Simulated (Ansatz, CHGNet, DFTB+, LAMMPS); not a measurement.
# How well does each level of theory give the equilibrium volume per atom of hcp Zn?

Reference value: 14.86 Å³/atom (measured, copied from a table, unchecked, extrapolated to 0 K and zero-point effects removed; as tabulated in Lejaeghere et al. (2013), arXiv:1204.2733).

```tsv
level (code)	value (Å³/atom)	error (%)
ReaxFF ZnOH (LAMMPS)	14.69	-1.1
GFN1-xTB as cut by DFTB+	30.96	+108
CHGNet-r²SCAN	14.60	-1.7
LDA (Ansatz)	13.62	-8.3
BLYP (Ansatz)	18.30	+23
PBE (Ansatz)	15.24	+2.6
revPBE (Ansatz)	15.76	+6.1
PBE-D3(BJ) (Ansatz)	14.31	-3.7
PBE-D4 (Ansatz)	14.54	-2.2
rVV10 (Ansatz)	15.59	+4.9
r²SCAN-D4 (Ansatz)	14.25	-4.1
HSE06 (Ansatz)	15.52	+4.4
```

Leaving aside ReaxFF ZnOH (doubt noted below), GFN1-xTB as cut by DFTB+ (doubt noted below): Once the reference is moved by up to 2.0 % (a margin picked here for doubts on the reference and the settings) and values within 0.3 % count as equal, the nearest can be CHGNet-r²SCAN (-1.7 %), PBE-D4 (-2.2 %) or PBE (+2.6 %). Farthest off among them: BLYP (+23 %).

ReaxFF ZnOH, GFN1-xTB as cut by DFTB+: the cell has another shape than the first-principles one, perhaps another minimum in the same group. GFN1-xTB as cut by DFTB+: the cell moved over 20 % in volume from its start. GFN1-xTB as cut by DFTB+: the method was fitted mainly to molecules. GFN1-xTB as cut by DFTB+: codes differ in how they cut the long-range tail of xTB's charge interaction in a crystal, so the value belongs to this code. BLYP: the cell is over a tenth larger than the published one: the level's own overestimate first of all, though another phase or state, or a fault of the published cell, is possible. HSE06: exact exchange on metals is sensitive to the k mesh and can open a false gap. HSE06: the run warned that the count of filled bands differs between k points. Cutoffs and k meshes differ between the levels. Ansatz's density-functional and Hartree–Fock values are scalar-relativistic unless marked +SOC, with PAW data made under PBE.

Empirical potentials (ReaxFF ZnOH) are fitted to chosen data: where that held the value shown, agreement is built in, and what lay outside the fit can be far off. Machine-learned potentials (CHGNet-r²SCAN) are trained on DFT data: a solid inside that data is no test of them.

Differences are worked out from the printed values.

Ansatz is a quantum-chemistry and plane-wave program.
